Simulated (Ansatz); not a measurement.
AsH, triplet: the ladder up to full CI

Geometry: a point of a stretch scan, not a stationary point.

```xyz
2

As    0.0000    0.0000    0.0000
H     0.0000    0.0000    1.3520
```

Basis cc-pVTZ; Ansatz 0.2.0. Correlated methods freeze the noble-gas cores and the filled d shells of p-block atoms, which leaves 6 electrons in 43 orbitals. Prefix R: restricted or restricted open-shell reference; prefix U: unrestricted. Active spaces: pair = (4e, 4o) about the gap; valence = (6e, 5o) chosen from the atoms' valence shells. No spin–orbit coupling is included, and no scalar relativity.

Full CI is exact within this basis and frozen core; it isn't the basis-set limit. The frozen core follows each run's orbitals, which can shift R against U totals by a few meV for light atoms and by up to 0.1 eV past Ca.

For open shells CISD is restricted-active-space CI with the open shells as a complete middle space.

- UHF ⟨S²⟩: 2.020
- T1 diagnostic (RCCSD): 0.0184
- largest doubles amplitude (RCCSD): 0.042

| level | E − E(full CI) (kJ/mol) | share of correlation (%) | wall time |
| --- | --- | --- | --- |
| RHF | 328.4 | 0.00 | – |
| RMP2 | 60.2 | 81.68 | – |
| CISD | 18.0 | 94.51 | 0.96 s |
| RCCSD | 11.3 | 96.55 | – |
| RCCSD(T) | 1.9 | 99.42 | 0.94 s |
| BCCD(T) | 1.9 | 99.42 | 1.1 s |
| RCCSDT | 0.2 | 99.93 | – |
| RCCSDT(Q) | 0.0 | 100.00 | 11 s |
| RCCSDTQ | 0.0 | 100.01 | 27 s (H100) |
| CASSCF (pair space) | 291.0 | 11.39 | – |
| NEVPT2 (pair space) | 63.5 | 80.65 | 1.2 s |
| MRCISD (pair space) | 17.1 | 94.79 | – |
| MRCISD+Q (pair space) | 0.9 | 99.73 | 1.7 s |
| CASSCF (valence space) | 282.4 | 14.02 | – |
| NEVPT2 (valence space) | 64.1 | 80.49 | 0.97 s |
| MRCISD (valence space) | 15.3 | 95.34 | – |
| MRCISD+Q (valence space) | 0.4 | 99.86 | 1.3 s |

The correlation energy at full CI, counted from RHF, is -3.404 eV. That run took 39 s on 2 threads of AMD EPYC 7R13 with a shared H100 80 GB, shared host over 38,045,928 determinants.

Run but not shown, since their state, orbitals or frozen core can't be matched to the reference's or they repeat it: UHF, UMP2, UCCSD, UCCSD(T), UCCSDT, UCCSDT(Q).

Times hold each run's SCF and search for its determinant on a shared host, so for small cases they say little of a method's own cost; rows without a card ran on 1 thread of AMD EPYC 7R13.

The full-CI state has the irrep A2 of C2v, in the program's axes (one component, if the state is degenerate).

Natural occupations of full CI about the gap: 1.959 1.937 0.989 0.989 0.033 0.014 0.014 0.012 0.012 0.009; effectively unpaired electrons, Σ n²(2−n)², 2.03.
